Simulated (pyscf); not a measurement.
Thermochemistry of product channels of O=Si(F)–F + H atom (H•) on the doublet surface, in kcal/mol, from CCSD(T)/def2-TZVPP + ΔMP2(QZVPP) energies (ideal gas, 1 atm, RRHO with modes under 100 cm⁻¹ raised to 100, one conformer, R ln 2 for rigid chiral ones). PySCF, gas phase, ωB97X-D3(BJ)/def2-SVP geometries. Correlated levels are frozen-core, on RHF or UHF. ΔMP2 is the change of the MP2 total energy from the triple- to the quadruple-zeta basis.

```
products        ΔE  ΔH(298 K)  ΔG(298 K)  ΔG(600 K)
-----------  -----  ---------  ---------  ---------
HO–Si•(F)–F      ?      -59.4      -53.5          ?
•O–SiH(F)–F  -38.2      -34.6      -27.7      -20.4
```

Question: What belongs in the gaps?

Answer: 
- HO–Si•(F)–F, ΔE: -64.6
- HO–Si•(F)–F, ΔG(600 K): -47.3

These are energies of the channels, which say nothing of barriers. The CCSD(T) − MP2 part came from Ansatz, without density fitting, on the same reference.
